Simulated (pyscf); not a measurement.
# Four-centre exchange: `[CH3][CH2][ZnH]` + `[H][H]` -> `[CH3][CH2][ZnH]` + `[H][H]`

Gas phase, singlet surface, charge 0. Bonds broken: Zn3–H9, H10–H11. Bonds formed: Zn3–H10, H9–H11. Optimised with ωB97X-D3(BJ)/def2-SVP in PySCF.

Transition state (Å):

```xyz
11

C     -1.1130     2.1408    -0.9892
C     -0.5682     0.8465    -0.3741
Zn    -1.6357     0.1171     1.0800
H     -2.1223     2.0016    -1.4100
H     -1.1869     2.9496    -0.2438
H     -0.4687     2.5104    -1.8066
H      0.4556     1.0036     0.0090
H     -0.4725     0.0633    -1.1466
H     -1.6962    -1.2308     2.2261
H     -3.1006     0.4285     2.0245
H     -2.5339    -0.4937     2.3112
```

One imaginary mode, 1561i cm⁻¹; descent along it reached the two sides named.

```json
[
 {"bond": "Zn3–H9", "change": "breaks", "reactant side (Å)": "1.552", "saddle": "1.770", "product side": "2.8"},
 {"bond": "H10–H11", "change": "breaks", "reactant side (Å)": "0.761", "saddle": "1.120", "product side": "3.0"},
 {"bond": "Zn3–H10", "change": "forms", "reactant side (Å)": "2.9", "saddle": "1.771", "product side": "1.552"},
 {"bond": "H9–H11", "change": "forms", "reactant side (Å)": "2.9", "saddle": "1.119", "product side": "0.761"}
]
```

Electronic energies relative to the separated reactants (eV):

```
level                   barrier  reaction energy  reverse barrier
----------------------  -------  ---------------  ---------------
ωB97X-D3(BJ)/def2-TZVP     1.68             0.00             1.68
PBE/def2-TZVP              1.46             0.00             1.46
r²SCAN/def2-TZVP           1.47             0.00             1.47
B3LYP-D3(BJ)/def2-TZVP     1.66             0.00             1.66
PBE0-D3(BJ)/def2-TZVP      1.51             0.00             1.51
M06-2X/def2-TZVP           1.69             0.00             1.69
ωB97M-D3(BJ)/def2-TZVP     1.69             0.00             1.69
HF/def2-TZVP               2.14             0.00             2.14
```

With ωB97M-D3(BJ)/def2-TZVP energies and thermal terms (ideal gas, 1 atm, RRHO with modes under 100 cm⁻¹ raised to 100, one conformer, R ln 2 for chiral ones without a mode under 150 cm⁻¹), in eV:

```json
[
 {"T (K)": "298", "ΔH‡": "1.69", "ΔG‡": "2.02", "ΔH": "0.00", "ΔG": "0.00"},
 {"T (K)": "600", "ΔH‡": "1.65", "ΔG‡": "2.38", "ΔH": "0.00", "ΔG": "0.00"},
 {"T (K)": "900", "ΔH‡": "1.65", "ΔG‡": "2.74", "ΔH": "0.00", "ΔG": "0.00"},
 {"T (K)": "1200", "ΔH‡": "1.66", "ΔG‡": "3.11", "ΔH": "0.00", "ΔG": "0.00"}
]
```

At the saddle there is also a short H–Zn contact that neither side keeps. One saddle was located; it need not be the lowest between these sides. Elements up to Kr have no core potential and no relativistic terms here.
